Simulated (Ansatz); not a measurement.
# How well does each level of theory give the band gap of rock-salt BaO?

Reference value: 4.4 eV (measured, temperature not stated, no zero-point or thermal correction; as tabulated in Abedi et al. (2022), arXiv:2211.14644).

| level (code) | value (eV) |
|---|---|
| LDA+SOC (Ansatz) | ? |
| BLYP (Ansatz) | 2.18 |
| PBE0 (Ansatz) | 4.05 |
| Hartree–Fock (Ansatz) | 10.66 |

Task: What belongs in the gaps?

Result: 
- LDA+SOC (Ansatz, an electronic-structure program), value (eV): 1.86 (direct)

Differences against the reference: LDA+SOC -2.54 eV, BLYP -2.22 eV, PBE0 -0.35 eV, Hartree–Fock +6.26 eV.

Of these levels PBE0 (-0.35 eV) comes nearest. Farthest off: Hartree–Fock (+6.26 eV). Of these only PBE0 lands within 1 eV.

Semilocal Kohn–Sham gaps run low as a rule, and all computed values are for a static lattice, while measured ones hold electron–phonon shifts unless said otherwise. Levels without +SOC have no spin–orbit coupling; where heavier elements are present it shifts gaps, mostly down, and can invert bands.  Values are at the measured cell. Cutoffs and k meshes differ between the levels. Ansatz's density-functional and Hartree–Fock values are scalar-relativistic unless marked +SOC, with PAW data made under PBE.

Differences are worked out from the printed values.
